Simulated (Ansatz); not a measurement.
**BNH2 (SMILES B[N]) at UCCSD/STO-3G**

What is the vertical ionisation energy of BNH2 at UCCSD/STO-3G? 

Program for the calculation: Ansatz 0.2.0.

50 further runs of the same task are left out: 50 set aside as unsound or not needed.

### Step 1. Starting point

The species is BNH2 (4 atoms), meant as a triplet with charge 0. SMILES: `B[N]`. The shape is that of a GFN2-xTB optimisation.

Bond lengths: B1–N2 1.312 Å, B1–H3 1.184 Å, B1–H4 1.184 Å. Angles: N2–B1–H3 118.7°, N2–B1–H4 118.7°, H3–B1–H4 122.6°.

### Step 2. A single-point energy at UCCSD/STO-3G

molecule.yaml reads:

```yaml
crystal:
  periodic: [false, false, false]
  atoms:
    - {symbol: B, position_ang: [-0.035750, 0.006580, -0.023930]}
    - {symbol: "N", position_ang: [1.041780, -0.191660, 0.697680]}
    - {symbol: H, position_ang: [-1.056920, -0.473990, 0.334600]}
    - {symbol: H, position_ang: [0.050890, 0.659060, -1.008340]}
basis:
  gaussian:
    orbitals: STO-3G
magnetization:
  spin_polarized: true
  initial_magnetization: 2
correlation:
  method: ccsd
  frozen_orbitals: {B: 1, H: 0, "N": 1}
accuracy: high
scf:
  omitted_lower_state_checks: [cluster_reference, increment]
```

Started as:

```bash
$ ansatz run molecule.yaml --threads 1 --pin off --max-ram 2610MiB --events-out events.jsonl --progress --plain --runs-dir runs
```

Output, shortened:

```text
Warning: RAYON_NUM_THREADS=1 ignored (pool sized by the plan → 1); use --threads N
Functional definition: HF
  name "HF"
[...]
188 factors; integrals over basis functions are off by at most 8.2e-9 eV
[...]
mean field -2154.79284487 eV, -79.1871764778 hartree, gradient 7.9e-8 eV, S^2 2.006202; 4 other end points of the search recorded, 0 dependent functions left out
2 core orbitals not correlated: weight in the atoms' cores, before any rotation towards them, 1.000 or more for the frozen orbitals, at most 0.000 for the correlated occupied ones
reference -2154.79284487 eV, -79.1871764778 hartree; 6, 4 occupied and 4, 6 virtual orbitals, 188 factors
second order -1.24546574 eV of doubles, -0.00000000 eV of singles
cycle   1  -1.58163412 eV  change   -3.4e-1 eV  update   4.9e-2
[...]
cycle  26  -1.80622349 eV  change   3.9e-10 eV  update  1.8e-10
Total energy: -2156.59906836 eV, -79.2535539667 hartree
Checks for a lower state left out: cluster_reference, increment
```

Run time: 0.28 s. Hardware: 1 thread of Arm Neoverse V1, shared host.

### Step 3. The doublet cation at the same level

job.yaml reads:

```yaml
basis:
  gaussian: {orbitals: STO-3G}
crystal:
  periodic: [false, false, false]
  atoms:
    - {symbol: B, position_ang: [-0.035750, 0.006580, -0.023930]}
    - {symbol: N, position_ang: [1.041780, -0.191660, 0.697680]}
    - {symbol: H, position_ang: [-1.056920, -0.473990, 0.334600]}
    - {symbol: H, position_ang: [0.050890, 0.659060, -1.008340]}
total_charge: 1
magnetization: {spin_polarized: true, initial_magnetization: 1}
correlation: {method: ccsd, frozen_orbitals: {B: 1, H: 0, "N": 1}}
accuracy: high
scf: {omitted_lower_state_checks: [cluster_reference, increment]}
```

Started as:

```bash
$ ansatz run job.yaml --threads 1 --pin off --max-ram 2610MiB --events-out events.jsonl --progress --plain --runs-dir runs
```

Output, shortened:

```text
Warning: RAYON_NUM_THREADS=1 ignored (pool sized by the plan → 1); use --threads N
[... 2 set-up lines as earlier in the session ...]
[...]
188 factors; integrals over basis functions are off by at most 8.2e-9 eV
[...]
mean field -2145.03285959 eV, -78.8285036343 hartree, gradient 1.6e-8 eV, S^2 1.090030; 9 other end points of the search recorded, 0 dependent functions left out
2 core orbitals not correlated: weight in the atoms' cores, before any rotation towards them, 1.000 or more for the frozen orbitals, at most 0.000 for the correlated occupied ones
reference -2145.03285959 eV, -78.8285036343 hartree; 5, 4 occupied and 5, 6 virtual orbitals, 188 factors
second order -1.56791548 eV of doubles, -0.00000000 eV of singles
cycle   1  -1.96389997 eV  change   -4.0e-1 eV  update   7.7e-2
[...]
cycle  46  -2.52530820 eV  change  -5.0e-10 eV  update  1.9e-10
Total energy: -2147.55816779 eV, -78.9213069990 hartree
Checks for a lower state left out: cluster_reference, increment
```

Wall time 0.24 s (1 thread of Arm Neoverse V1, shared host).

### Step 4. Summary of results

Level: UCCSD/STO-3G, 2 core orbitals frozen.

| quantity | value |
| --- | --- |
| triplet BNH2: total energy | -79.25355 Eh |
| triplet BNH2: correlation energy (2 core orbitals frozen) | -66.4 mEh |
| triplet BNH2: ⟨S²⟩ of the reference determinant | 2.006 |
| triplet BNH2: T1 diagnostic | 0.017 |
| doublet cation: total energy | -78.92131 Eh |
| doublet cation: correlation energy (2 core orbitals frozen) | -92.8 mEh |
| doublet cation: ⟨S²⟩ of the reference determinant | 1.090 |
| doublet cation: T1 diagnostic | 0.092 |
| vertical ionisation energy (to the doublet cation) | 9.041 eV |

The vertical ionisation energy comes to 9.04 eV (208 kcal/mol). In a minimal basis such a difference can be off by several eV, whatever the method. ⟨S²⟩ (doublet cation) is 1.09 where a pure doublet has 0.75: the reference is spin-contaminated. The T1 diagnostic (doublet cation) of 0.092 is above the customary mark for such species, so a single reference may not serve.
